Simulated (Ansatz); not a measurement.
Ideal-gas functions of `F[SiH2][AlH2]` at 400 K and 1 bar, from an Ansatz frequency run at PBE0-D4/def2-TZVP.

Molar mass 78.1 g/mol, point group Cs (symmetry number 1), electronic degeneracy 1, moments of inertia 29.449, 160.27, 183.953 u Å². Harmonic wavenumbers (cm⁻¹, unscaled): 85, 148, 343, 361, 432, 580, 740, 760, 839, 879, 938, 1912, 1929, 2189, 2193.

Use S(trans) = R[1.5 ln M + 2.5 ln T − 1.1517]; rotational temperatures θ = 24.2544 K / I; S(rot) = R[ln(√π/σ · √(T³/θAθBθC)) + 1.5]; for each mode x = 1.438777 ν̃/T, S = R[x/(eˣ − 1) − ln(1 − e⁻ˣ)] and H = RT x/(eˣ − 1); 1 cm⁻¹ = 0.0119627 kJ/mol; R = 8.31446 J/(mol·K).

Task: By hand: the entropy, in J/(mol·K).

Result: Translation 169.3. Rotation: θ = 0.8236, 0.1513, 0.1319 K, giving 109.0. Vibration, mode by mode: 18.20, 13.65, 7.08, 6.70, 5.44, 3.56, 2.26, 2.14, 1.71, 1.52, 1.28, 0.07, 0.06, 0.03, 0.03, in all 63.7. Electronic 0.0. Sum 342.0 J/(mol·K).

Task: By hand: H − E and G − E in kJ/mol, counted from the electronic energy.

Result: Zero-point energy ½ × 14328 × 0.0119627 = 85.7; thermal vibration 13.8; translation, rotation and pV give 4 RT = 13.3. H − E = 112.8 kJ/mol, and G − E = 112.8 − 400 × 342.0/1000 = -24.0 kJ/mol.

Vibration gives 19 % of the entropy, 31.9 J/(mol·K) of it from the modes under 150 cm⁻¹: soft modes count most, and the harmonic formula is weakest for them.
